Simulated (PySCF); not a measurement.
Converging NaB in the basis (PBE0)

PySCF, UKS reference; triplet, unpaired electrons σ ↑, π ↑; De to Na + B without counterpoise correction.

```csv
basis,relativity,functions,Re (Å),ωe (cm⁻¹),De (eV),μ (D)
def2-SVP,no relativity,29,2.490,328,0.97,-5.98
cc-pVDZ,no relativity,32,2.501,319,0.91,-5.70
def2-SVPD,no relativity,38,2.487,333,1.00,-6.03
jorge-DZP-DKH,spin-free X2C,39,2.494,328,0.93,-5.84
def2-TZVPP,no relativity,63,2.486,330,0.95,-5.98
```

Task: How does each smaller set differ from the one with most functions, def2-TZVPP?

Result: def2-SVP: +0.4 pm, -0.6 % in ωe, +0.02 eV in De; cc-pVDZ: +1.5 pm, -3.3 % in ωe, -0.04 eV in De; def2-SVPD: +0.1 pm, +0.9 % in ωe, +0.05 eV in De; jorge-DZP-DKH: +0.8 pm, -0.6 % in ωe, -0.02 eV in De. All at PBE0; the set with most functions is neither the basis-set limit nor always the best. The rows treat relativity differently, so the differences are not basis effects alone.

A positive dipole means Na(−)B(+). The state is the lowest determinant that a PBE0 search found; another state may lie lower at other levels.
